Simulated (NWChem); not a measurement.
# Correlation energy of F

SMILES: [F]
```xyz
1

F      0.0000     0.0000     0.0000
```
Charge 0, spin multiplicity 2.

The numbers come from NWChem runs, not from measurements.

Basis set: 3-21G. Each correlation energy counts from its own Hartree-Fock reference.

| method | correlation energy (mHa) |
|---|---|
| SCS-UMP2 | -76.6 |
| CCSD[T] on ROHF | -83.7 |
| UMP2 | -78.4 |
| CCSD[T] on UHF | -83.3 |
| CCSDT on ROHF | -83.7 |
| CCSD(T) on UHF | -83.3 |
| CCSD on UHF | -83.3 |
| CCSD(T) on ROHF | -83.7 |
| CCSD on ROHF | -83.6 |

The values span 7.0 mHa, from CCSDT on ROHF (lowest) to SCS-UMP2 (highest). 

The correlated methods keep 1 core orbital frozen. The stability of the SCF solutions was not checked. Open-shell Hartree-Fock references start from PBE0 orbitals. Coupled-cluster values serve here as a point of comparison, not as the truth.
